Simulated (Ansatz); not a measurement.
**Thallium, hcp under PBE: how the Methfessel-Paxton smearing moves the result**

A convergence test of the Methfessel-Paxton smearing width. The geometry was relaxed under PBE beforehand and stays fixed; 7 values are run, from 0.01 to 1.0 eV. Wanted are the values from which on the energy stays within 10 and 1 meV/atom, and the pressure within 0.5 GPa, of the narrowest run. Within the series other settings stay, but some runs also write fields, which adds to their time. Spin polarisation is left out.

Computed with Ansatz 0.2.0 (DFT PBE, plane waves with PAW, scalar-relativistic, unless a step says otherwise).

## (1) The system as given

The structure is hexagonal, space group P6_3/mmc (No. 194). The conventional cell has a = 3.590 Å, b = 3.590 Å, c = 5.642 Å, α = 90.00°, β = 90.00°, γ = 120.00°. Tl (site symmetry -6m2) is surrounded by 12 Tl at 3.50 to 3.59 Å.

Coordinates:

```
CELL_PARAMETERS angstrom
3.59028 0.00000 0.00000
-1.79514 3.10928 0.00000
0.00000 0.00000 5.64194
ATOMIC_POSITIONS crystal
Tl 0.33333 0.66667 0.25000
Tl 0.66667 0.33333 0.75000
```

## (2) Width 0.01 eV

The run at 0.01 eV.

input.yaml

```yaml
crystal:
  lattice:
    - [3.5902820628, 0.0, 0.0]
    - [-1.7951410314, 3.1092754731, 0.0]
    - [0.0, 0.0, 5.6419406004]
  atoms:
    - { symbol: Tl, position: [0.3333333333, 0.6666666667, 0.25] }
    - { symbol: Tl, position: [0.6666666667, 0.3333333333, 0.75] }
hamiltonian:
  xc: pbe
  pseudopotentials:
    kind: paw
    azcp:
      Tl: "pseudopotentials/Tl.paw.azcp"
basis:
  ecutwfc: 420
  fft_grid_basis: typed
kpoints:
  mp_grid: { grid: [10, 10, 6], shift: [0, 0, 0] }
magnetization:
  spin_polarized: false
scf:
  occupations: { method: methfessel_paxton, width: 0.01 }
  lower_state_search: "off"
output:
  stress: true
```

Launch:

```console
$ ansatz run input.yaml --threads 1 --pin off --max-ram 3584MiB --backend cpu --events-out ev --progress --plain --runs-dir out
```

## (3) Width 0.03 eV

The run at 0.03 eV.

Changes to input.yaml since step 2:

```diff
@@ -22,3 +22,3 @@
 scf:
-  occupations: { method: methfessel_paxton, width: 0.01 }
+  occupations: { method: methfessel_paxton, width: 0.03 }
   lower_state_search: "off"
```

## (4) Width 0.1 eV

The run at 0.1 eV.

Changes to input.yaml since step 3:

```diff
@@ -22,3 +22,3 @@
 scf:
-  occupations: { method: methfessel_paxton, width: 0.03 }
+  occupations: { method: methfessel_paxton, width: 0.1 }
   lower_state_search: "off"
```

## (5) Width 0.2 eV

The run at 0.2 eV.

Changes to input.yaml since step 4:

```diff
@@ -22,3 +22,3 @@
 scf:
-  occupations: { method: methfessel_paxton, width: 0.1 }
+  occupations: { method: methfessel_paxton, width: 0.2 }
   lower_state_search: "off"
@@ -26 +26,5 @@
   stress: true
+  write_density: true
+  write_potential: true
+  elf: true
+  volumetric_format: npy
```

## (6) Width 0.3 eV

The run at 0.3 eV.

Changes to input.yaml since step 5:

```diff
@@ -22,3 +22,3 @@
 scf:
-  occupations: { method: methfessel_paxton, width: 0.2 }
+  occupations: { method: methfessel_paxton, width: 0.3 }
   lower_state_search: "off"
@@ -26,5 +26 @@
   stress: true
-  write_density: true
-  write_potential: true
-  elf: true
-  volumetric_format: npy
```

## (7) Width 0.6 eV

The run at 0.6 eV.

Changes to input.yaml since step 6:

```diff
@@ -22,3 +22,3 @@
 scf:
-  occupations: { method: methfessel_paxton, width: 0.3 }
+  occupations: { method: methfessel_paxton, width: 0.6 }
   lower_state_search: "off"
```

## (8) Width 1.0 eV

The run at 1.0 eV.

Changes to input.yaml since step 7:

```diff
@@ -22,3 +22,3 @@
 scf:
-  occupations: { method: methfessel_paxton, width: 0.6 }
+  occupations: { method: methfessel_paxton, width: 1.0 }
   lower_state_search: "off"
```

(Steps that only read results are left out.)

Before running it: what results should come out?

The runs gave:

| quantity | value |
| --- | --- |
| E(σ → 0) stays within 10 meV/atom of 0.01 eV | up to 1.0 eV |
| E(σ → 0) stays within 1 meV/atom | up to 0.1 eV |
| pressure stays within 0.5 GPa | up to 1.0 eV |
| pressure at 0.01 eV | 0.00 GPa |
| energy of a separate run on a finer mesh (17×17×9) | +0.2 meV/atom from 0.01 eV |

At 1.0 eV the energy differs by +0.9 meV/atom and the pressure by -0.1 GPa. Over the range F shifts by +2.5 meV/atom, while E(σ → 0) shifts by +0.9. This scheme cancels the term in the square of the width, so F moves little up to 0.2 eV. The mesh (10×10×6) is fixed, so the narrowest widths carry a k-point error of their own. A run on a finer mesh agrees with the yardstick to 1 meV/atom. The cell taken over is 12 % larger than the measured one (28.04 Å³/atom, COD), which weighs on all values here.
